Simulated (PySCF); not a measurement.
**Basis and Hamiltonian dependence of the ionisation energy of Al**

Al [Ne] 3s2 3p1 (2P) → Al⁺ [Ne] 3s2 (1S). All values are computed (PySCF 2.14, energy differences of UHF-based or UKS calculations, no spin-orbit coupling). Values in eV.

```tsv
basis	Hamiltonian	functions	UHF	PBE	PBE0	MP2 (valence)	CCSD(T) (valence)	CCSD(T) (valence and next inner shell)
def2-SVP	non-relativistic	18	5.558	n/a	n/a	5.656	5.720	n/a
cc-pV(D+d)Z	non-relativistic	23	5.586	n/a	6.096	5.738	5.848	n/a
jorge-DZP-DKH	spin-free X2C	24	5.571	n/a	n/a	5.728	5.834	n/a
aug-cc-pVDZ-DK	spin-free X2C	27	5.586	6.075	6.089	5.744	5.856	n/a
aug-cc-pV(D+d)Z	non-relativistic	32	5.599	6.086	6.100	5.758	5.880	n/a
aug-cc-pwCVDZ	non-relativistic	36	5.597	6.079	6.094	5.760	5.878	5.846
x2c-TZVPPall	spin-free X2C	42	5.588	6.057	6.077	5.807	5.931	5.909
def2-TZVPPD	non-relativistic	48	5.595	6.064	6.083	5.812	5.935	5.914
aug-cc-pV(T+d)Z	non-relativistic	55	5.599	6.071	6.089	5.824	5.948	n/a
dyall-av3z	spin-free X2C	84	5.598	6.067	6.087	5.825	5.947	n/a
x2c-QZVPPall with one added diffuse shell each of s, p, d, f type	spin-free X2C	86	5.600	6.069	6.089	5.844	5.960	5.937
aug-cc-pCVTZ-DK with one added diffuse shell each of s, p, d, f type	spin-free X2C	91	5.589	6.061	6.079	5.814	5.939	5.923
dyall-acv3z	non-relativistic	113	5.609	6.078	6.098	5.836	5.960	5.949
aug-cc-pwCVQZ	non-relativistic	134	5.609	6.079	6.098	5.856	n/a	n/a
```

Frozen in the all-electron rows: valence: [Ne]; valence and next inner shell: 1s2.

Reference for a calculation without spin-orbit coupling: 5.977 eV (measured, between term centres; NIST).
